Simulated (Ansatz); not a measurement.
## How methods differ on BH2 (boron dihydride)

BH2, doublet, SMILES `[BH2]`. Each level relaxes the structure for itself.

Each level gives the highest harmonic wavenumber at each level's own minimum (cm⁻¹). The values are calculated.

```
                level                   kind  program  value (cm⁻¹)  less CCSD(T)/def2-TZVP
     USVWN5/def2-TZVP                    LDA   Ansatz          2688                     -77
UPBE-D3(BJ)/def2-TZVP                    GGA   Ansatz          2698                     -67
   U-r2SCAN/def2-TZVP               meta-GGA   Ansatz          2754                     -11
  UB3LYP-D4/def2-TZVP          global hybrid   Ansatz          2758                      -7
   UPBE0-D4/def2-TZVP          global hybrid   Ansatz          2757                      -8
   UCCSD(T)/def2-TZVP  coupled cluster or CI   Ansatz          2765                       0
```

UCCSD(T)/def2-TZVP is the highest level here, not the true value. Harmonic and unscaled. The values span 2688 to 2765 cm⁻¹.
